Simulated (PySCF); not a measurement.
Zinc-blende BP: correlation energy from several methods in one and the same small orbital space (PySCF; 2 atoms at the zone centre, 8 electrons in 22 orbitals, empty ones MP2 natural orbitals of a TZ basis, lattice constant set to 4.7649 Å). Its volume lies 16 % above that of the crystal's usual cell. It tests the methods against each other and lies far from the crystal's limit.

Full CI gives -2.7801 eV per atom.

Task: What share of it do MP2, CCSD, CCSD(T), CCSDT, CCSDT(Q) recover?

Result: MP2 68.8 %; CCSD 96.8 %; CCSD(T) 98.9 %; CCSDT 99.6 %; CCSDT(Q) 99.9 %.

```tsv
method	E_corr (eV per atom)	share of full CI (%)	error (meV)
MP2	-1.9129	68.8	867
CCSD	-2.6901	96.8	90
CCSD(T)	-2.7506	98.9	29
CCSDT	-2.7701	99.6	10
CCSDT(Q)	-2.7761	99.9	4
full CI	-2.7801	100.0	0
```

The Hartree–Fock determinant has a weight of 0.85 in the full CI state.

MP2, (T) and (Q) use filled levels shifted down by the Madelung term, which in so small a cell is a large part of the gap, so these rows hang on it.
